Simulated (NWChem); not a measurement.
# ammonia (NH3); SMILES N

```xyz
4

N      0.0000     0.0000     0.1389
H      0.6618     0.6618    -0.2664
H      0.2422    -0.9040    -0.2664
H     -0.9040     0.2422    -0.2664
```
Atoms are numbered in this order, from 1.

Structure relaxed at the PBE0/def2-SVP level.

 States above −ε(HOMO) = 9.3 eV lie in this functional's continuum and hang on the basis.

Question: List the 4 lowest vertical singlet excitations from CAM-B3LYP/def2-SVPD, TDA (NWChem).

Answer: 
```json
[
 {"state": "S1", "energy (eV)": "7.05", "oscillator strength": "0.086", "leading excitation (squared amplitude)": "HOMO → LUMO (0.99)"},
 {"state": "S2", "energy (eV)": "9.22", "oscillator strength": "0.021", "leading excitation (squared amplitude)": "HOMO → LUMO+1 (0.98)"},
 {"state": "S3", "energy (eV)": "9.22", "oscillator strength": "0.021", "leading excitation (squared amplitude)": "HOMO → LUMO+2 (0.98)"},
 {"state": "S4", "energy (eV)": "10.83", "oscillator strength": "0.001", "leading excitation (squared amplitude)": "HOMO → LUMO+3 (0.98)"}
]
```
